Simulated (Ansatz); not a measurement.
Mulliken charges of `O/C=C\Cl` from PBE/def2-TZVPP in Ansatz (PBE0-D4/def2-TZVP geometry).

```json
{"atom": "O1", "x (Å)": "-0.850", "y (Å)": "1.243", "z (Å)": "0.099", "charge (e)": "-0.240"}
{"atom": "C2", "x (Å)": "0.274", "y (Å)": "0.536", "z (Å)": "0.272", "charge (e)": "0.011"}
{"atom": "C3", "x (Å)": "0.470", "y (Å)": "-0.730", "z (Å)": "-0.079", "charge (e)": "-0.073"}
{"atom": "Cl4", "x (Å)": "-0.788", "y (Å)": "-1.635", "z (Å)": "-0.841", "charge (e)": "-0.115"}
{"atom": "H5", "x (Å)": "-1.504", "y (Å)": "0.673", "z (Å)": "-0.330", "charge (e)": "0.196"}
{"atom": "H6", "x (Å)": "1.064", "y (Å)": "1.103", "z (Å)": "0.750", "charge (e)": "0.110"}
{"atom": "H7", "x (Å)": "1.397", "y (Å)": "-1.256", "z (Å)": "0.083", "charge (e)": "0.111"}
```

Problem. By hand: the dipole of these point charges (1 e Å = 4.8032 D).

Solution. Σ q r = (0.241, 0.063, 0.109) e Å, of length 0.272 e Å = 1.31 D.

Problem. How does the dipole of the full density compare? (An estimate is asked.)

Solution. Computed: (0.115, 0.003, 0.043) e Å, 0.59 D; the point charges give 2.22 times that, at 13° from its direction.

Point charges leave out the atoms' own dipoles, such as those of lone pairs, and Mulliken's split depends on the basis, so the two needn't agree.
